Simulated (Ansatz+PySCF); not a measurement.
doublet H₃O in separate pieces: levels of theory in one basis

```xyz
4

O     0.0000    0.0000   -0.3906
H     0.0000    0.0000    3.1246
H    30.0000    0.0000   -0.3804
H    30.0000    0.0000    0.3804
```

Basis set: 6-31G (spherical functions). Correlated methods keep 1 orbital frozen. Correlation on ROHF uses semicanonical orbitals with singles. Charge 0, multiplicity 2.

Computed with Ansatz (development build ahead of 0.2.0); each method stands on the lowest determinant of its kind that the runs found. NEVPT2 correlates all electrons. Active spaces start from the frontier orbitals, and the lowest solution found is given.

```
                            method  E − E(ROHF) (eV)  <S²> of the determinant
                              ROHF              0.00                     0.75
                               UHF             -3.39                     1.75
                          ROHF-MP2             -2.29                        –
                           UHF-MP2             -5.22                     1.75
                          UHF-CCSD             -5.65                     1.75
                      ROHF-CCSD(T)             -3.35                        –
                       UHF-CCSD(T)             -5.66                     1.75
full CI (lowest root of this spin)             -5.67                        –
                       CASSCF(5,5)             -3.88                        –
                       CASSCF(3,3)             -3.33                        –
                    SC-NEVPT2(5,5)             -5.36                        –
                    SC-NEVPT2(3,3)             -5.21                        –
```

Problem. What does ROHF-CCSD give on the same scale?

Solution. -3.20 eV.

At such a shape the full CI root can have another spatial symmetry than the determinants, so the rows needn't describe one state.

Problem. Is a single determinant a sound starting point here?

Solution. It is doubtful. Unrestricted orbitals lower Hartree–Fock by 3.39 eV and <S²> is 1.75 where a pure state has 0.75, a sign of strong static correlation. The CASSCF(5,5) natural occupations are 1.97, 1.03, 1.00, 0.97, 0.03. The CASSCF(3,3) natural occupations are 1.03, 1.00, 0.97.

Caution for ROHF, ROHF-MP2, ROHF-CCSD, ROHF-CCSD(T): an unrestricted determinant lies well below. Caution for UHF, UHF-MP2, UHF-CCSD, UHF-CCSD(T): the unrestricted determinant is a mixture of spin states. Caution for ROHF-MP2, ROHF-CCSD, ROHF-CCSD(T): large amplitudes, a single reference is doubtful. Caution for UHF-MP2, UHF-CCSD, UHF-CCSD(T): bonds are stretched, where a single reference can fail. Caution for ROHF-CCSD(T): the program finds a lower state of this spin; the program doubts this total. Caution for CASSCF(5,5), SC-NEVPT2(5,5): other starts end on other solutions of this active space.
